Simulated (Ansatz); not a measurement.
Born–Oppenheimer molecular dynamics of C2H8Si (11 atoms, charge 0, multiplicity 1). It goes on from the last frame of an earlier run, with new velocities.

The calculation used Ansatz, RKS PBE-D4/6-31G.

```json
{
  "ensemble": "NVE (velocity Verlet)",
  "time step": "0.5 fs",
  "steps asked": "250",
  "starting velocities drawn for": "1500 K",
  "masses": "H 2.014 u",
  "seed": "180934"
}
```

First frame:

```xyz
11
Properties=species:S:1:pos:R:3
Si -0.163 0.372 -0.037
H 0.222 0.240 1.490
C 1.765 0.064 -0.654
H 2.454 0.665 -1.302
H 2.297 -0.015 0.259
H 1.741 -0.912 -1.121
H -0.397 1.870 -0.487
C -1.006 -1.214 -0.561
H -0.574 -1.971 -0.066
H -2.117 -0.991 -0.344
H -1.061 -1.371 -1.676
```

Q: How far do the bonds stretch over the last three quarters of this one trajectory? (Pairs bonded in most of those frames.)

A: 
| bond | mean (Å) | spread (Å) | shortest | longest |
| --- | --- | --- | --- | --- |
| Si1–H2 | 1.545 | 0.074 | 1.42 | 1.66 |
| Si1–C3 | 1.941 | 0.046 | 1.86 | 2.01 |
| Si1–H7 | 1.538 | 0.066 | 1.43 | 1.65 |
| Si1–C8 | 1.941 | 0.063 | 1.84 | 2.05 |
| C3–H4 | 1.112 | 0.034 | 1.05 | 1.17 |
| C3–H5 | 1.114 | 0.045 | 1.03 | 1.21 |
| C3–H6 | 1.109 | 0.013 | 1.08 | 1.14 |
| C8–H9 | 1.150 | 0.106 | 0.97 | 1.34 |
| C8–H10 | 1.130 | 0.063 | 1.01 | 1.27 |
| C8–H11 | 1.125 | 0.052 | 1.03 | 1.21 |

Mean temperature of the second half: 1309 K. The conserved energy stayed within 0.46 meV per atom of its start (net change -0.057 meV per atom), so the integration is sound. A run of 0.12 ps of so small a system gives no equilibrium averages. Limits of this set-up: no polarisation functions.

The run took 6.3 min on 1 thread of Arm Neoverse V2 (shared host), peak memory 0.099 GiB.
